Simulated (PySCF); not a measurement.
A GIAO shielding run with PySCF 2.14 (density fitting, non-relativistic, gas phase) on `Cc1ccsc1`, C5H6S:

```
$ OMP_NUM_THREADS=1 python probes_run.py task.json out

{"job": {"kind": "nmr", "xc": "PBE0", "basis": "pcSseg-2"}, "charge": 0, "multiplicity": 1}
C     -1.667300     0.206581     0.406741
C     -0.251017    -0.108086     0.052782
C      0.751187     0.876536    -0.174733
C      1.969104     0.342088    -0.468065
S      1.916127    -1.362071    -0.476866
C      0.255795    -1.369474    -0.081844
H     -2.289455    -0.688765     0.383959
H     -2.095295     0.932941    -0.288582
H     -1.736567     0.637666     1.409719
H      0.566812     1.942248    -0.120709
H      2.890588     0.860721    -0.683535
H     -0.271518    -2.305045     0.031204
```

Hardware: 1 thread of an Arm Neoverse V1, shared host. The job also computes population analyses, field gradients, ring-centre shieldings.

Problem. How large is the calculation?

Solution. 52 electrons, 307 basis functions and 836 auxiliary functions.

Problem. How long does it take, and how much memory does it need?

Solution. 57 s of wall time, with 14 SCF cycles and 5 response iterations; peak memory 1.4 GiB. Times on a shared host scatter by some tens of per cent.

Problem. And these other runs on the same molecule and hardware: GIAO shielding at B97-2/pcSseg-2; GIAO shielding at KT3/pcSseg-2; GIAO shielding at wB97X-D/pcSseg-2?

Solution. B97-2/pcSseg-2: 307 functions, 51 s; KT3/pcSseg-2: 307 functions, 64 s; wB97X-D/pcSseg-2: 307 functions, 100 s.
